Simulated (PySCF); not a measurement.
Compound: SiH2.
SMILES: `[SiH2]`

The closed-shell ground state was solved at several levels (PySCF, density fitting, gas phase, non-relativistic). Isolated species at its PBE0-D3(BJ)/def2-SVP geometry, gas phase.

```
            level  basis functions  total energy (Eh)  HOMO (eV)  LUMO (eV)  gap (eV)  dipole (D)
    PBE0/pcSseg-1               34          -290.4662      -6.88      -3.17      3.71        0.31
wB97X-D/def2-SVPD               40          -290.5100      -8.70      -1.24      7.46        0.24
```

(1) Estimate the row for wB97X-D/pcSseg-1, a basis of 34 functions; the other rows only guide the guess.

(2) Over all these levels, which gives the widest orbital gap and which the narrowest?

(3) How far do the dipole and the HOMO energy spread over the levels?

Answers

(1) Total energy -290.5900 Eh, HOMO -8.74 eV, LUMO -1.34 eV, gap 7.40 eV, dipole 0.31 D.

(2) wB97X-D/def2-SVPD (range-separated hybrid) has the widest, 7.46 eV, and PBE0/pcSseg-1 (global hybrid, 25 % exact exchange) the narrowest, 3.71 eV. Functional and basis both differ between the two, so the spread mixes both effects.

(3) The dipole runs from 0.24 to 0.31 D (mean 0.28 D) and the HOMO from -8.74 to -6.88 eV.

wB97X-D is run here without its empirical dispersion term; that term would change no orbital, density or response property at a fixed geometry.
